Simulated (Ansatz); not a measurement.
hcp Hf was calculated with rVV10 in Ansatz (PAW).

Numerical settings: plane-wave cutoff 520 eV, 18×18×12 k mesh (along the axes of the cell as run), Fermi–Dirac smearing 0.05 eV, scalar-relativistic PAW data made under PBE.

Cell (relaxed at this level):

Space group P6₃/mmc (No. 194); a = 3.208 Å, b = 3.208 Å, c = 5.078 Å, α = 90.00°, β = 90.00°, γ = 120.00°

| atom | site | symmetry | x | y | z |
|---|---|---|---|---|---|
| Hf | 2c | -6m2 | 0.3333 | 0.6667 | 0.2500 |

Q: Predict the bulk modulus and pressure derivative B′ of the bulk modulus.

A: 
- bulk modulus: 110 GPa
- pressure derivative B′ of the bulk modulus: 3.5

The run finds no gap.

Measured, for comparison: bulk modulus 110 GPa (zero-point energy and finite temperature contributions removed; as tabulated in doi:10.1021/acs.jctc.3c00612). Computed (rounded) less measured: bulk modulus 0.0 %.

Note: the bulk modulus comes from volumes at which shape and atoms were relaxed.

Spin–orbit coupling is not included.

Static lattice: no zero-point or thermal effects.

Computing time: very roughly 8 core-minutes.

Ansatz is a first-principles code.
